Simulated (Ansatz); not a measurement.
Input (CCSDT(Q)/aug-cc-pVDZ; Ansatz, an electronic-structure program):

Ansatz 0.2 input:
```yaml
crystal:
  periodic: [false, false, false]
  atoms:
    - {symbol: C, position_ang: [-0.55287434, 0.11927273, -0.19018522]}
    - {symbol: O, position_ang: [0.68316887, -0.14339306, 0.12043022]}
    - {symbol: H, position_ang: [-1.25806185, -0.68732560, 0.05739851]}
    - {symbol: H, position_ang: [-0.89004310, 1.11883370, 0.12027106]}
basis:
  gaussian:
    orbitals: aug-cc-pVDZ
magnetization: {spin_polarized: true, initial_magnetization: 2}
correlation: {method: ccsdt_q, electrons: outside_noble_gas}
```

Output:

```
Functional definition: HF
integrals: 0.08 GiB planned
1033 factors; integrals over basis functions are off by at most 1.3e-7 eV
mean field: 0.15 GiB planned
mean field evaluation 1: about -3094.8641 eV, gradient 1.4e1 eV
mean field evaluation 2: about -3094.8652 eV, gradient 1.4e1 eV
mean field evaluation 4: about -3096.6965 eV, gradient 3.6e0 eV
mean field evaluation 8: about -3097.0057 eV, gradient 1.6e-1 eV
mean field evaluation 16: about -3096.6953 eV, gradient 3.6e0 eV
mean field evaluation 32: about -3095.6468 eV, gradient 1.2e-4 eV
mean field evaluation 64: about -3095.6468 eV, gradient 6.6e-3 eV
mean field -3097.00622092 eV, -113.8128793926 hartree, gradient 1.2e-6 eV, S^2 2.017622; 4 other end points of the search recorded, 0 dependent functions left out
determinant -3097.00622092 eV, -113.8128793926 hartree, with singles and doubles -3105.38597879 eV, -114.1208298142 hartree
determinant -3095.64676911 eV, -113.7629204599 hartree, with singles and doubles -3103.54474152 eV, -114.0531655928 hartree
2 core orbitals not correlated
reference -3097.00622092 eV, -113.8128793926 hartree; 7, 5 occupied and 55, 57 virtual orbitals, 1033 factors
second order -7.53410596 eV of doubles, -0.00000000 eV of singles
coupled cluster: 1.66 GiB planned
cycle   1  -8.01566340 eV  change   -4.8e-1 eV  update   8.7e-2
cycle   2  -8.42321503 eV  change   -4.1e-1 eV  update   3.7e-2
cycle   3  -8.67585443 eV  change   -2.5e-1 eV  update   2.8e-2
cycle   4  -8.66408660 eV  change    1.2e-2 eV  update   1.4e-2
cycle   5  -8.66300725 eV  change    1.1e-3 eV  update   8.0e-3
cycle   6  -8.67722219 eV  change   -1.4e-2 eV  update   3.1e-3
cycle   7  -8.67761739 eV  change   -4.0e-4 eV  update   1.4e-3
cycle   8  -8.67628065 eV  change    1.3e-3 eV  update   6.4e-4
cycle   9  -8.67684467 eV  change   -5.6e-4 eV  update   3.4e-4
cycle  10  -8.67691427 eV  change   -7.0e-5 eV  update   1.3e-4
cycle  11  -8.67682007 eV  change    9.4e-5 eV  update   6.3e-5
cycle  12  -8.67690883 eV  change   -8.9e-5 eV  update   3.2e-5
cycle  13  -8.67691074 eV  change   -1.9e-6 eV  update   1.6e-5
cycle  14  -8.67690768 eV  change    3.1e-6 eV  update   8.4e-6
cycle  15  -8.67691385 eV  change   -6.2e-6 eV  update   4.4e-6
cycle  16  -8.67691922 eV  change   -5.4e-6 eV  update   2.5e-6
cycle  17  -8.67692020 eV  change   -9.8e-7 eV  update   1.5e-6
perturbative correction -0.01660801 eV, -0.0006103331 hartree
Total energy: -3105.69974913 eV, -114.1323606616 hartree
```

This triplet is an excited state, 3.2 eV above the singlet at CCSD(T)/cc-pV5Z (Ansatz).
